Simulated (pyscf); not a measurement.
One four-centre exchange on the singlet surface with elements of a group swapped. ωB97M-D3(BJ)/def2-TZVP, eV, from the separated reactants. PySCF, gas phase, ωB97X-D3(BJ)/def2-SVP geometries.

```
step                                      barrier  reaction energy  imaginary mode (i cm⁻¹)
----------------------------------------  -------  ---------------  -----------------------
H₃Ge–O–GeH₃ + HF → F–GeH₂–O–GeH₃ + H₂         [?]              [?]                     1099
H₃Si–O–SiH₃ + HCl -> H₃Si–O–SiH₂–Cl + H₂     1.31            -0.94                      843
```

### Question
Some entries are withheld; supply them.

### Answer

- H₃Ge–O–GeH₃ + HF → F–GeH₂–O–GeH₃ + H₂, barrier: 1.36
- H₃Ge–O–GeH₃ + HF → F–GeH₂–O–GeH₃ + H₂, reaction energy: -0.65

Each row is the saddle that its search found. Elements up to Kr have no core potential and no relativistic terms here.
